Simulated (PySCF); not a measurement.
# PH₄: fields on a plane

All numbers come from PySCF, UPBE0, basis P def2-TZVP, H def2-TZVP (no relativity, density fitting).

The doublet minimum has P–H 1.410 Å (×2), P–H 1.520 Å (×2); H–P–H 92.8° (×4), H–P–H 99.7°, H–P–H 171.3°.

The plane holds P1 at (0.00, 0.00), H2 at (1.52, 0.00), H3 at (-1.50, 0.23) Å. Columns run from x = -3.45 to 3.75 Å, rows from y = 2.55 (top) to -1.95 Å, in steps of 0.3 Å. Other isomers or separated fragments may lie lower.

Question: Give the spin density (e/Å³) (cut at ±0.5 e/Å³). Lower edges of the bins (e/Å³): '0' -0.053, '1' -0.002, '2' 0.050, '3' 0.102, '4' 0.154, '5' 0.206, '6' 0.258, '7' 0.310, '8' 0.362, '9' 0.414; top 0.47.

Answer: 
```
1111111111111111111111111
1111111111111111111111111
1111111111111111111111111
1111111111111111111111111
1111111111122211111111111
1111111101234211111111111
1111122200256310111111111
1111236510134200232111111
1111249820055001683211111
1111135420000002794211111
1111122211010012443111111
1111111111111111221111111
1111111111111111111111111
1111111111111111111111111
1111111111111111111111111
1111111111111111111111111
```

Question: Give the electrostatic potential (V) (cut at 20 V). Lower edges of the bins (V): '0' -0.29, '1' -0.17, '2' 0.02, '3' 0.32, '4' 0.80, '5' 1.56, '6' 2.75, '7' 4.65, '8' 7.66, '9' 12.44; top 20.0.

Answer: 
```
1111110000000000001111111
1111000000000000000111111
1110000000000000000011111
1110011111222211000001111
1111122233455432111000111
1111234456777764332111111
1112467778999976554311111
1113579989999997886421111
1013589999999999998531111
1012478989999999998531111
1011346679999998886421011
1101234568999986554311011
1111122456788765432110111
1111112345566554321111111
1111112233444433211111111
1111112222333322211111111
```
